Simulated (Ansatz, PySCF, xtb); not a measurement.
Bonds broken one at a time in the series B OH-I. Isolated molecules, 0 K electronic values unless said otherwise. One relaxed conformer stands for each flexible species; it need not be the lowest. Strings in code marks are SMILES. In the def2 sets, heavy atoms carry core potentials. Quantity: homolytic bond dissociation enthalpy at 298 K (no spin–orbit term). Thermal and zero-point terms are GFN2-xTB rigid-rotor harmonic values (xtb). Level 1: PBE-D3(BJ)/def2-TZVP // CAM-B3LYP-D3(BJ)/def2-TZVP (PySCF). Level 2: frozen-core CCSD(T)/def2-TZVPP // CAM-B3LYP-D3(BJ)/def2-TZVP (Ansatz, a program for electronic structure).

```tsv
case	level 1 (kcal/mol)	level 2 (kcal/mol)
B–I bond of `OB(O)I` (H–O–B–I torsion -180°, I–B–O–H torsion 180°), giving `O[B]O` (H–O–B–O torsion 0°, O–B–O–H torsion 180°) and `[I]`	85.1	84.9
B–I bond of `OB(I)I` (H–O–B–I torsion 0°), giving `O[B]I` (H–O–B–I torsion 0°) and `[I]`	86.1	85.2
O–B bond of `OB(O)I` (H–O–B–I torsion -180°, I–B–O–H torsion 180°), giving `O[B]I` (H–O–B–I torsion 0°) and `[OH]`	138.6	withheld
O–B bond of `OB(I)I` (H–O–B–I torsion 0°), giving `I[B]I` and `[OH]`	142.6	140.9
O–B bond of `OB(O)O`, giving `O[B]O` (H–O–B–O torsion 0°, O–B–O–H torsion 180°) and `[OH]`	145.6	146.8
```

Problem. Fit level 2 = a + b·x to the 4 complete rows by least squares, with x = level 1 in kcal/mol. Give a, b and the rms residual, and predict the withheld value.

Solution. Means of the 4 rows: x̄ = 114.85, ȳ = 114.45 kcal/mol. Σ(x − x̄)² = 3427.2 and Σ(x − x̄)(y − ȳ) = 3448.8, so b = 1.006 and a = ȳ − b·x̄ = -1.09 kcal/mol. The rms residual is 1.05 kcal/mol. At x = 138.6 the line gives 138.3 kcal/mol. The run for O–B bond of `OB(O)I` (H–O–B–I torsion -180°, I–B–O–H torsion 180°), giving `O[B]I` (H–O–B–I torsion 0°) and `[OH]` gave 139.1 kcal/mol, so the line is off by 0.8 kcal/mol, within twice the rms residual.

Codes: Ansatz, PySCF, xtb.
